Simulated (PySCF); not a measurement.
Electric properties by functional and basis

Compound: P2H4.
Atom-mapped SMILES: `[PH2:1][PH2:2]` (hydrogens: H3, H4 on P1; H5, H6 on P2)

PySCF, dipoles from the SCF density, polarisabilities from static response with core orbitals frozen. One conformer (not necessarily the lowest) at the PBE0-D3(BJ)/def2-SVP geometry, without solvent, vibrations or thermal averaging.

Reference polarisability: 8.499 Å³ (computed, CCSD(T)/CBS, static electronic, isotropic average, equilibrium geometry, gas; Hait, Head-Gordon, Phys. Chem. Chem. Phys. 20 (2018) 19800). The anisotropy is √(½[(α1 − α2)² + (α2 − α3)² + (α3 − α1)²]).

```
              level  α (Å³)  error (%)  anisotropy (Å³)
      LDA/def2-SVPD    8.74       +2.8             3.55
      PBE/def2-SVPD    8.61       +1.4             3.55
    B3LYP/def2-SVPD    8.52       +0.2             3.54
     PBE0/def2-SVPD    8.46       -0.5             3.49
BHandHLYP/def2-SVPD    8.36       -1.6             3.48
CAM-B3LYP/def2-SVPD    8.43       -0.8             3.46
  wB97X-D/def2-SVPD    8.42       -0.9             3.50
  LC-wPBE/def2-SVPD    8.27       -2.7             3.35
       HF/def2-SVPD    8.26       -2.8             3.46
        PBE0/6-31G*    6.75      -20.5             3.60
       PBE0/6-31+G*    7.33      -13.7             3.65
      PBE0/def2-SVP    6.78      -20.2             3.04
   PBE0/aug-cc-pVDZ    8.71       +2.4             3.64
     PBE0/def2-TZVP    7.90       -7.0             3.48
    PBE0/def2-TZVPD    8.73       +2.8             3.64
   PBE0/aug-cc-pVTZ    8.80       +3.6             3.66
```

For the polarisability, the smallest error is 0.2% (B3LYP/def2-SVPD) and the largest 20.5% (PBE0/6-31G*). The dipole stays under 0.05 D at every level. In one basis (def2-SVPD) the functionals order the polarisability from HF (lowest) to LDA (highest), a spread of 6%. With PBE0 the polarisability is 7.15 Å³ without diffuse functions (mean of 6-31G*, def2-SVP and def2-TZVP) and 8.41 Å³ with them (mean of 6-31+G*, def2-SVPD, aug-cc-pVDZ, def2-TZVPD and aug-cc-pVTZ).
